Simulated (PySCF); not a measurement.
Gas-phase reaction: 2 CH2Cl + C ⇌ 2 Cl + C3H4 (cyclic), at 1000 K and a standard pressure of 1 bar. Level: ωB97X-V/def2-TZVP†.

Computed with PySCF and rigid-rotor harmonic-oscillator thermochemistry at 1 bar. † marks an energy on the PBE0/def2-TZVP geometry and frequencies. Open shells (unrestricted): CH2Cl (multiplicity 2), C (multiplicity 3, electronic degeneracy 9), Cl (multiplicity 2, electronic degeneracy 6); the rest are closed-shell singlets. Spin-orbit splitting is ignored; it lowers the true energy and changes the entropy of C, Cl. CH2Cl: computed as isolated molecules; such fragments, hydroxides, amides, oligomers or adducts are transient or little studied in the gas. The harmonic model lacks anharmonicity and excited electronic states, which grow with temperature; levels with a mode under 35 cm⁻¹ are left out.

| species | E (Ha) | H(1000 K) − E (kJ/mol) | S°(1000 K) (J/mol/K) |
|---|---|---|---|
| CH2Cl | -499.38753 | 111.4 | 312.8 |
| C | -37.84659 | 20.8 | 183.3 |
| Cl | -460.07935 | 20.8 | 193.4 |
| C3H4 (cyclic) | -116.62720 | 221.7 | 342.7 |
E: electronic energy; H − E holds the zero-point and thermal terms. 1 Ha = 2625.5 kJ/mol.

### Question
Work out ΔH°, ΔS°, ΔG° and log10 K from these numbers.

### Answer
1. ΔE = 2×(-460.07935) + 1×(-116.62720) − 2×(-499.38753) − 1×(-37.84659) = -0.16425 Ha = -431.2 kJ.
2. Δ(H − E) = 2×(20.8) + 1×(221.7) − 2×(111.4) − 1×(20.8) = 19.7 kJ, so ΔH° = -411.5 kJ.
3. ΔS° = 2×(193.4) + 1×(342.7) − 2×(312.8) − 1×(183.3) = -79.4 J/K; the number of gas molecules stays the same.
4. ΔG° = ΔH° − TΔS° = -411.5 − 1000×(-79.4)/1000 = -332.1 kJ.
5. log10 K = −ΔG°/(RT ln 10) = 17.35, with RT ln 10 = 19.14 kJ/mol; at standard pressures the products are favoured.
6. A shift of 10 kJ in ΔE would move log10 K by 0.52 here.
For scale, ΔH°(298 K) is -409 kJ at this level, -413 kJ at ωB97M-V/def2-TZVP†, and runs from -712 to -275 kJ over the 20 levels computed.
